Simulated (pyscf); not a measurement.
Single points on ωB97X-D3(BJ)/def2-SVP structures (PySCF, gas phase).

Task: What is the homolytic dissociation enthalpy (298 K, ωB97M-D3(BJ)/def2-TZVP) of the C–O bond of H₃C–CH(CH₃)–O–Ag (SMILES CC(C)[O][Ag]), to H₃C–CH•–CH₃ + [O–Ag]•?

Result: C–O to H₃C–CH•–CH₃ + [O–Ag]•: 373.1 kJ/mol. The 7 functionals that were run give +350.4 (r²SCAN) to +389.0 kJ/mol (M06-2X). Other isomers of H₃C–CH•–CH₃ were not searched in full and may lie lower. The term symbol of open-shell •O–Ag was not checked; spin-orbit terms are left out. Open-shell species with a d-block atom are single-reference here; other states, and whether the spin sits on metal or ligand, were not checked. Elements past Kr carry the def2 core potentials, without spin-orbit coupling.
